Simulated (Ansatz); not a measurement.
**H3Ge–AlH2, singlet: reading a ladder of total energies**

Geometry: a PBE0/def2-TZVP stationary point for this spin, not checked as a minimum.

```yaml
atoms:
  - { symbol: Ge, position_ang: [0.0000, 0.0009, 0.6854] }
  - { symbol: Al, position_ang: [0.0000, 0.0010, -1.7933] }
  - { symbol: H, position_ang: [0.0000, 1.4090, 1.3103] }
  - { symbol: H, position_ang: [1.2327, -0.7388, 1.2465] }
  - { symbol: H, position_ang: [-1.2327, -0.7388, 1.2465] }
  - { symbol: H, position_ang: [0.0000, 1.3582, -2.6174] }
  - { symbol: H, position_ang: [0.0000, -1.3819, -2.5741] }
```

Basis cc-pVTZ; Ansatz 0.2.0. Only valence electrons are correlated (noble-gas cores and the filled d shells of p-block atoms frozen), which leaves 12 electrons in 128 orbitals. Prefix R: restricted or restricted open-shell reference. No spin–orbit coupling is included, and no scalar relativity.

Full CI isn't at hand for all of this; RCCSDT(Q) serves as the reference, and is uncertain by the last step of the cluster series or more.

RCCSD has a T1 diagnostic of 0.011 and a largest doubles amplitude of 0.03.

Runs differ by some tens of microhartree through their thresholds, so steps under 0.03 kcal/mol mean nothing.

| level | total energy (hartree) |
| --- | --- |
| RHF | -2320.222998 |
| RMP2 | -2320.431845 |
| RCCSD | -2320.475223 |
| RCCSD(T) | -2320.481850 |
| RCCSDT | -2320.482997 |
| RCCSDT(Q) | -2320.483244 |

Problem. What is the correlation energy at RCCSDT(Q), and what share of it do RMP2 and RCCSD recover?

Solution. E(corr) = -2320.483244 − (-2320.222998) = -0.260246 hartree = -7.082 eV. RMP2: -0.208847 / -0.260246 = 80.25 %. RCCSD: -0.252225 / -0.260246 = 96.92 %.

Problem. By how many kcal/mol does RCCSD(T) miss RCCSDT(Q) (1 hartree = 627.509 kcal/mol), and which steps make up the rest?

Solution. -2320.481850 − (-2320.483244) = 0.001394 hartree = 0.87 kcal/mol. Steps: RCCSDT − RCCSD(T) = -0.72, RCCSDT(Q) − RCCSDT = -0.15 kcal/mol. Differences between like states or geometries often cancel part of this.
